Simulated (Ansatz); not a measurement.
The first iterations of a band of CH2ClMg (5 atoms, charge -1, multiplicity 1).

The calculation used Ansatz 0.2.0, RHF/def2-TZVP.

* movable images: 5
* climbing image: yes
* spring: 5.0 eV/Å²
* optimiser: quadratic models (default)
* start path: through a guess of the saddle point
* force threshold: 0.2 eV/Å
* iteration limit: 60
* end points: relaxed

First end point:

```xyz
5
Properties=species:S:1:pos:R:3
C -0.598 0.676 -0.475
Mg 0.564 -0.644 0.455
Cl 2.392 -1.795 1.261
H -1.179 0.371 -1.345
H -1.179 1.393 0.105
```

Last end point:

```xyz
5
Properties=species:S:1:pos:R:3
C -0.849 0.461 -0.324
Mg 0.812 -0.430 0.310
Cl 2.292 -1.882 1.318
H -1.126 0.415 -1.377
H -1.129 1.437 0.073
```

| iteration | highest image above the first end (eV) | largest band force component (eV/Å) |
| --- | --- | --- |
| 1 | 1.352 | 2.482 |
| 2 | 0.264 | 1.786 |

Q: Does the band converge within its limit, and where does its top end?

A: It converged. It ended after 8 iterations with the highest image 0.015 eV above the first end. The threshold of 0.2 eV/Å is loose, so the images may lie well off the minimum-energy path. Another band between the same ends (5 images) ends at a top of the same energy, where a vibrational analysis finds 1 clearly imaginary mode. Limits of this set-up: an anion without diffuse functions.

Time of the run: 25 s on 2 threads of INTEL(R) XEON(R) PLATINUM 8581C CPU @ 2.10GHz (Emerald Rapids) (shared host), peak memory 0.21 GiB.
